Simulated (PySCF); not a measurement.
## How far each method lies from RCCSDT for AlPN⁺, triplet

Geometry: that of the AlPN, quartet, kept fixed.

```xyz
3

Al    0.0000    0.2534    1.2543
P     0.0000    0.2372   -1.1054
N     0.0000   -1.0127    0.0282
```

Basis cc-pVDZ; PySCF 2.14.0. Correlated methods freeze the noble-gas cores, which leaves 12 electrons in 39 orbitals. Prefix R: restricted or restricted open-shell reference; prefix U: unrestricted.

Full CI isn't at hand for all of this; RCCSDT serves as the reference. It lacks quadruple excitations, which often exceed the step from CCSD(T) to CCSDT. The frozen core follows each run's orbitals, which can shift R against U totals by a few meV.

```
UHF ⟨S²⟩                            : 2.314
⟨S²⟩ of the determinant under UCCSD : 2.099
T1 diagnostic (ROHF- or RHF-based CCSD)               : 0.0273
largest doubles amplitude (ROHF- or RHF-based CCSD)   : 0.108
```

```tsv
level	E − E(RCCSDT) (meV)	share of correlation (%)	wall time
RHF	9143	0.00	–
RMP2	627	93.15	–
RCCSD	505	94.47	–
RCCSD(T)	9	99.90	4.8 s
```

The correlation energy at RCCSDT, counted from RHF, is -9.143 eV. That run took 13 min on 1 thread of Arm Neoverse V1, shared host.

Run but not shown, since their state, orbitals or frozen core can't be matched to the reference's or they repeat it: UHF, UMP2, UCCSD, UCCSD(T), UCCSDT.

Times are those of the correlated step on a shared host, with one SCF added for the restricted CCSD run; they ran on 1 thread of Arm Neoverse V1.
